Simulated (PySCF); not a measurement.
Consider 2,2-dimethylaziridine, `CC1(C)CN1` (C4H9N). Atom numbers as in the mapped SMILES `[CH3:1][C:2]1([CH3:3])[CH2:4][NH:5]1`. These are map numbers, not IUPAC locants.

These are calculated values, ωB97X-D3(BJ)/ma-def2-TZVP in PySCF (grid level 2) at geometries from PBE0-D3(BJ)/def2-SVP. The prefix ma- adds one diffuse s and one diffuse p function on all atoms but H. ωB97X-D3(BJ) is ωB97X-V with D3(BJ) in place of VV10. Zero-point and thermal terms (298.15 K, 1 bar) come from unscaled PBE0-D3(BJ)/def2-SVP harmonic frequencies, with soft modes damped to free rotors in the entropy.

Problem. What are the vertical and the adiabatic ionisation energy for forming the radical cation?

Solution. 9.32 eV vertical and 8.70 eV adiabatic, the latter with zero-point energy.

Problem. Where does the unpaired spin of the relaxed radical cation sit?

Solution. N5 (amine nitrogen) 0.50, C4 (methylene carbon) 0.24, C2 (carbon) 0.18 (intrinsic atomic orbital populations).

Problem. What oxidation potential follows in acetonitrile (IEF-PCM), given that Fc+/Fc comes at 4.54 V absolute with this functional and basis?

Solution. In the gas phase ΔG of oxidation is 8.669 eV, and solvation is -19.3 kJ/mol for the parent and -246.6 kJ/mol for the product, so the absolute potential is 6.31 V, or 1.77 V against Fc+/Fc. Fc+/Fc in acetonitrile, 4.54 V, is ωB97X-D3(BJ)/ma-def2-TZVP on PBE0-D3(BJ)/def2-SVP structures with GFN2-xTB thermal terms. Benchmark calculations put it near 5.0 V in acetonitrile and DMSO, so it is about 0.5 V low, and the value against it can read up to that much too high. The solvent is electrostatics only, on gas-phase structures; the absolute scale refers to an electron at rest in vacuum.

Problem. How far is −ε(HOMO) from the vertical value by ΔSCF?

Solution. −ε(HOMO) = 9.48 eV, which is 0.16 eV above the ΔSCF value.
